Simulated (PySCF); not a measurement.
# fluoroacetonitrile (C2H2FN): NMR shifts and spin-spin couplings in gas and solvents, part 2 of 2

PySCF 2.14.0. Atoms count from 0. The steps go on from the part before.

### 9 J couplings: B3LYP/pcJ-2

The job: settings as JSON, then the geometry in Å.

```
{"job": {"kind": "j", "xc": "B3LYP", "basis": "pcJ-2", "full": true}, "charge": 0, "multiplicity": 1}
N      2.102126     0.344393    -0.160089
C      0.973251     0.151180    -0.078833
C     -0.456305    -0.131582     0.025657
F     -1.177324     1.029722     0.089915
H     -0.642415    -0.719655     0.928578
H     -0.776024    -0.703455    -0.849820
```

Level: B3LYP/pcJ-2 indirect spin-spin coupling, non-relativistic, gas phase.

Standard output:

```text
coarse grid: 5560 points
cycle   1  E = -232.0055763391  dE =  4.544e-01  |g| = 6.295e-01  |ddm| = 1.684e+00
cycle   2  E = -231.7328107649  dE =  2.728e-01  |g| = 1.332e+00  |ddm| = 9.502e-01
cycle   3  E = -232.0726081988  dE = -3.398e-01  |g| = 1.886e-01  |ddm| = 6.702e-01
cycle   4  E = -232.0781493995  dE = -5.541e-03  |g| = 8.193e-02  |ddm| = 1.103e-01
cycle   5  E = -232.0793293701  dE = -1.180e-03  |g| = 1.278e-02  |ddm| = 4.038e-02
cycle   6  E = -232.0793617199  dE = -3.235e-05  |g| = 2.450e-03  |ddm| = 8.250e-03
cycle   7  E = -232.0793629474  dE = -1.228e-06  |g| = 4.733e-04  |ddm| = 1.521e-03
final grid: 55760 points
cycle   8  E = -232.0820195986  dE = -9.448e-05  |g| = 4.921e-03  |ddm| = 3.169e-02
cycle   9  E = -232.0820166402  dE =  2.958e-06  |g| = 6.524e-03  |ddm| = 4.294e-03
cycle  10  E = -232.0820232753  dE = -6.635e-06  |g| = 1.003e-03  |ddm| = 2.725e-03
cycle  11  E = -232.0820233751  dE = -9.984e-08  |g| = 5.419e-04  |ddm| = 7.146e-04
cycle  12  E = -232.0820234139  dE = -3.873e-08  |g| = 3.053e-04  |ddm| = 3.268e-04
cycle  13  E = -232.0820234332  dE = -1.938e-08  |g| = 3.172e-05  |ddm| = 1.401e-04
cycle  14  E = -232.0820234334  dE = -1.818e-10  |g| = 6.590e-06  |ddm| = 1.642e-05
converged SCF energy = -232.0820234334

Indirect spin-spin couplings (Hz)
  i      j    bonds     total        FC       PSO       DSO        SD
  0 N    1 C    1    -18.291   -10.808    -0.350     0.008    -7.142
  0 N    2 C    2      3.056     3.003     0.137     0.067    -0.152
  0 N    3 F    3     -0.866    -2.205     1.026     0.168     0.145
  0 N    4 H    3     -1.746    -1.364    -0.567     0.216    -0.030
  0 N    5 H    3     -1.750    -1.367    -0.569     0.216    -0.029
  1 C    2 C    1     71.703    72.413    -1.581     0.259     0.612
  1 C    3 F    2     22.881    27.335    -3.903    -0.024    -0.527
  1 C    4 H    2     -5.870    -5.967     0.039    -0.065     0.123
  1 C    5 H    2     -5.882    -5.979     0.039    -0.065     0.124
  2 C    3 F    1   -247.402  -297.619    27.288     0.591    22.338
  2 C    4 H    1    163.349   162.520    -0.304     0.920     0.213
  2 C    5 H    1    163.272   162.443    -0.304     0.920     0.213
  3 F    4 H    2     54.155    47.849    11.791    -1.641    -3.844
  3 F    5 H    2     54.152    47.857    11.784    -1.639    -3.849
  4 H    5 H    2    -16.414   -17.029     2.592    -2.487     0.511
```

Wall time 32 s (1 thread of Arm Neoverse N1, shared host); peak memory 0.83 GiB.

A choice of the couplings up to four bonds, sorted by the number of bonds, with means over like pairs; isotopes 13C, 19F, 1H, 15N:

```
 pair  bonds  J (Hz)  Fermi contact (Hz)  measured size
C2–F3      1  -247.4              -297.6              –
C2–H4      1   163.3               162.5          166.0
C1–C2      1    71.7                72.4              –
N0–C1      1   -18.3               -10.8              –
F3–H4      2    54.2                47.9              –
C1–F3      2    22.9                27.3              –
H4–H5      2   -16.4               -17.0              –
C1–H4      2    -5.9                -6.0              –
N0–C2      2     3.1                 3.0              –
N0–H4      3    -1.7                -1.4              –
```

Measured values: liquid or solution (compiled); San Fabian, Garcia de la Vega, Suardiaz et al., Magn. Reson. Chem. 2013, 51, 775 (SI).

Quadrupole couplings from the field gradients of the same density:

```
atom  isotope  eQq/h (MHz)     η
  N0      14N       -5.050  0.21
```

Shifts (PBE0/pcSseg-2, unscaled) and these couplings together give the proton spectrum at 400 MHz below.

¹H NMR δ 4.90 (d, J = 54.2 Hz, 2H). The letters are first-order; like nuclei with unlike couplings give more lines.

### 10 J couplings: PBE0/pcJ-2

Settings changed since step 9:

```diff
@@ -1,2 +1,2 @@
-{"job": {"kind": "j", "xc": "B3LYP", "basis": "pcJ-2", "full": true}, "charge": 0, "multiplicity": 1}
+{"job": {"kind": "j", "xc": "PBE0", "basis": "pcJ-2", "full": true}, "charge": 0, "multiplicity": 1}
 N      2.102126     0.344393    -0.160089
```

With the program's defaults for keys left out, this is: PBE0/pcJ-2 indirect spin-spin coupling, non-relativistic, gas phase.

Standard output:

```text
coarse grid: 5560 points
cycle   1  E = -231.7532838140  dE =  4.645e-01  |g| = 5.976e-01  |ddm| = 1.675e+00
cycle   2  E = -231.5430080851  dE =  2.103e-01  |g| = 1.194e+00  |ddm| = 8.305e-01
cycle   3  E = -231.8167287548  dE = -2.737e-01  |g| = 1.616e-01  |ddm| = 5.746e-01
cycle   4  E = -231.8206403179  dE = -3.912e-03  |g| = 7.349e-02  |ddm| = 9.504e-02
cycle   5  E = -231.8216056638  dE = -9.653e-04  |g| = 9.659e-03  |ddm| = 3.489e-02
cycle   6  E = -231.8216228663  dE = -1.720e-05  |g| = 2.263e-03  |ddm| = 6.240e-03
cycle   7  E = -231.8216239249  dE = -1.059e-06  |g| = 4.253e-04  |ddm| = 1.370e-03
final grid: 55760 points
cycle   8  E = -231.8221710086  dE = -9.951e-05  |g| = 5.451e-03  |ddm| = 3.157e-02
cycle   9  E = -231.8221697738  dE =  1.235e-06  |g| = 6.104e-03  |ddm| = 5.086e-03
cycle  10  E = -231.8221760725  dE = -6.299e-06  |g| = 1.160e-03  |ddm| = 2.732e-03
cycle  11  E = -231.8221762368  dE = -1.643e-07  |g| = 3.994e-04  |ddm| = 7.165e-04
cycle  12  E = -231.8221762541  dE = -1.733e-08  |g| = 2.648e-04  |ddm| = 2.563e-04
cycle  13  E = -231.8221762684  dE = -1.422e-08  |g| = 3.050e-05  |ddm| = 1.191e-04
cycle  14  E = -231.8221762685  dE = -1.610e-10  |g| = 6.451e-06  |ddm| = 1.468e-05
converged SCF energy = -231.8221762685

Indirect spin-spin couplings (Hz)
  i      j    bonds     total        FC       PSO       DSO        SD
  0 N    1 C    1    -17.150    -9.255    -0.446     0.006    -7.454
  0 N    2 C    2      2.985     2.924     0.153     0.067    -0.159
  0 N    3 F    3     -0.622    -1.957     1.088     0.168     0.079
  0 N    4 H    3     -1.630    -1.257    -0.565     0.216    -0.024
  0 N    5 H    3     -1.634    -1.260    -0.567     0.216    -0.023
  1 C    2 C    1     68.094    68.774    -1.527     0.261     0.587
  1 C    3 F    2     22.527    27.254    -3.958    -0.024    -0.745
  1 C    4 H    2     -7.003    -7.117     0.038    -0.064     0.140
  1 C    5 H    2     -7.012    -7.127     0.038    -0.064     0.141
  2 C    3 F    1   -240.572  -291.318    27.878     0.591    22.277
  2 C    4 H    1    154.225   153.435    -0.341     0.934     0.197
  2 C    5 H    1    154.150   153.360    -0.341     0.934     0.197
  3 F    4 H    2     52.407    46.128    12.016    -1.639    -4.099
  3 F    5 H    2     52.388    46.121    12.009    -1.637    -4.105
  4 H    5 H    2    -16.797   -17.443     2.580    -2.476     0.543
```

Run time: 33 s. Hardware: 1 thread of Arm Neoverse N1, shared host; peak memory 0.83 GiB.

In short: J(C2,F3) -240.6 Hz, J(C2,H4) 154.2 Hz, J(C1,C2) 68.1 Hz (means over like pairs).

### 11 Indirect couplings: B97-2/pcJ-2

Settings changed since step 10:

```diff
@@ -1,2 +1,2 @@
-{"job": {"kind": "j", "xc": "PBE0", "basis": "pcJ-2", "full": true}, "charge": 0, "multiplicity": 1}
+{"job": {"kind": "j", "xc": "B97-2", "basis": "pcJ-2", "full": true}, "charge": 0, "multiplicity": 1}
 N      2.102126     0.344393    -0.160089
```

With the program's defaults for keys left out, this is: B97-2/pcJ-2 indirect spin-spin coupling, non-relativistic, gas phase.

Standard output:

```text
coarse grid: 5560 points
cycle   1  E = -231.9255946784  dE =  4.602e-01  |g| = 6.301e-01  |ddm| = 1.678e+00
cycle   2  E = -231.6777064383  dE =  2.479e-01  |g| = 1.283e+00  |ddm| = 8.946e-01
cycle   3  E = -231.9931501961  dE = -3.154e-01  |g| = 1.842e-01  |ddm| = 6.354e-01
cycle   4  E = -231.9985900546  dE = -5.440e-03  |g| = 7.575e-02  |ddm| = 1.071e-01
cycle   5  E = -231.9996334514  dE = -1.043e-03  |g| = 1.108e-02  |ddm| = 3.727e-02
cycle   6  E = -231.9996576555  dE = -2.420e-05  |g| = 2.103e-03  |ddm| = 7.123e-03
cycle   7  E = -231.9996585467  dE = -8.913e-07  |g| = 4.604e-04  |ddm| = 1.333e-03
final grid: 55760 points
cycle   8  E = -231.9967850499  dE = -1.188e-04  |g| = 6.376e-03  |ddm| = 3.694e-02
cycle   9  E = -231.9967794232  dE =  5.627e-06  |g| = 8.349e-03  |ddm| = 5.837e-03
cycle  10  E = -231.9967891206  dE = -9.697e-06  |g| = 1.578e-03  |ddm| = 4.125e-03
cycle  11  E = -231.9967893721  dE = -2.515e-07  |g| = 1.126e-03  |ddm| = 1.055e-03
cycle  12  E = -231.9967896174  dE = -2.453e-07  |g| = 1.710e-04  |ddm| = 4.922e-04
cycle  13  E = -231.9967896236  dE = -6.174e-09  |g| = 2.406e-05  |ddm| = 7.941e-05
cycle  14  E = -231.9967896237  dE = -1.119e-10  |g| = 4.055e-06  |ddm| = 1.314e-05
converged SCF energy = -231.9967896237

Indirect spin-spin couplings (Hz)
  i      j    bonds     total        FC       PSO       DSO        SD
  0 N    1 C    1    -16.280    -9.582    -0.318     0.006    -6.385
  0 N    2 C    2      3.193     3.162     0.119     0.067    -0.156
  0 N    3 F    3     -1.280    -2.680     1.136     0.168     0.096
  0 N    4 H    3     -1.937    -1.572    -0.558     0.216    -0.022
  0 N    5 H    3     -1.941    -1.575    -0.560     0.216    -0.022
  1 C    2 C    1     67.393    68.110    -1.514     0.260     0.538
  1 C    3 F    2     17.841    22.110    -3.780    -0.024    -0.464
  1 C    4 H    2     -6.569    -6.669     0.041    -0.065     0.124
  1 C    5 H    2     -6.582    -6.683     0.042    -0.065     0.124
  2 C    3 F    1   -237.268  -284.704    26.132     0.591    20.712
  2 C    4 H    1    147.619   146.802    -0.353     0.931     0.238
  2 C    5 H    1    147.583   146.762    -0.353     0.931     0.242
  3 F    4 H    2     46.956    40.369    11.815    -1.641    -3.587
  3 F    5 H    2     46.964    40.391    11.807    -1.640    -3.595
  4 H    5 H    2    -14.761   -15.363     2.585    -2.482     0.499
```

Run time: 32 s. Hardware: 1 thread of Arm Neoverse N1, shared host; peak memory 0.83 GiB.

In short: J(C2,F3) -237.3 Hz, J(C2,H4) 147.6 Hz, J(C1,C2) 67.4 Hz (means over like pairs).

### 12 Comparing the runs: NMR shifts

Shifts (ppm), means over like atoms, with basis size and wall time (the measured row can stand on another reference than the computed rows):

```
                           run     C1    C2    H4     N0      F3  functions  time
                 PBE0/pcSseg-2  122.9  70.8  4.90  318.1  -257.6        172  16 s
                  KT3/pcSseg-2  111.6  70.5  5.01  291.4  -267.2        172  18 s
              wB97X-D/pcSseg-2  123.6  71.0  4.86  316.5  -248.4        172  16 s
                B97-2/pcSseg-2  120.3  70.4  4.90  309.1  -253.1        172  13 s
   WP04/pcSseg-2 in chloroform  122.6  75.2  5.20  291.9  -244.1        172  13 s
wB97X-D/pcSseg-2 in chloroform  128.3  72.7  5.20  301.9  -252.8        172  16 s
                      measured      –     –     –      –  -251.0          –     –
```

Measured: University of Colorado NMR facility, 19F NMR Reference Standards.

### 13 Side by side: spin-spin couplings

Couplings (Hz), each a mean over the pairs like the one named, with basis size and wall time:

```
          run   C2–F3  C2–H4  C1–C2  F3–H4  C1–F3  N0–C1  H4–H5  functions  time
  B3LYP/pcJ-2  -247.4  163.3   71.7   54.2   22.9  -18.3  -16.4        252  32 s
   PBE0/pcJ-2  -240.6  154.2   68.1   52.4   22.5  -17.1  -16.8        252  33 s
  B97-2/pcJ-2  -237.3  147.6   67.4   47.0   17.8  -16.3  -14.8        252  32 s
measured size       –  166.0      –      –      –      –      –          –     –
```

Measured: liquid or solution (compiled); San Fabian, Garcia de la Vega, Suardiaz et al., Magn. Reson. Chem. 2013, 51, 775 (SI).

### 14 What came out

The summary covers parts 1 to 2.

| quantity | value |
| --- | --- |
| point group | Cs |
| rotational constants (main isotopes) | 37.22, 4.81, 4.38 GHz |
| ¹³C shifts against TMS (PBE0/pcSseg-2) | 122.9, 70.8 ppm |
| ¹H shifts against TMS (PBE0/pcSseg-2, means over atoms taken as alike) | 4.90 ppm |
| ¹⁵N shifts against NH3 (PBE0/pcSseg-2) | 318.1 ppm |
| ¹⁹F shifts against CFCl3 (PBE0/pcSseg-2) | -257.6 ppm |
| measured, and computed on the same scale | F3 δ -251.0, -257.6 ppm |
| largest coupling of the table (B3LYP/pcJ-2) | ¹J(C,F) C2–F3, -247.4 Hz |
| range of the shift of N0 (wB97X-D/pcSseg-2 runs) | 301.9 to 316.5 ppm |
| range of J(C2,F3), mean over like pairs | -247.4 to -237.3 Hz |

**Reading.** Relaxing lowered the energy by 0.033 eV in 6 steps; the close pair that moved most is N0–C1, from 1.166 to 1.148 Å. No frequency check was run at this level, so the end point may be a saddle. C1 (nitrile carbon) lies farthest downfield among carbon, at 122.9 ppm; C≡N carbons fall here, among the sp2 signals but without a proton. The one measured ¹⁹F shift is missed by -6.6 ppm (computed less measured, unscaled). Vibration, temperature and solvent are missing from the calculation, so part of the miss against the measured shifts is not the functional's. Of the pairs tabulated at B3LYP/pcJ-2, C2–F3 couples most strongly (-247.4 Hz; Fermi contact -297.6 Hz). The one measured coupling, C2–H4, differs from the computed size by 2.7 Hz; vibrational averaging and surroundings are not included. At one level, wB97X-D/pcSseg-2: Across the 2 runs the shift of N0 moves most, between 301.9 (wB97X-D/pcSseg-2 in chloroform) and 316.5 ppm (wB97X-D/pcSseg-2). One molecule ranks no method: errors cancel, and vibration and temperature are missing from all runs.
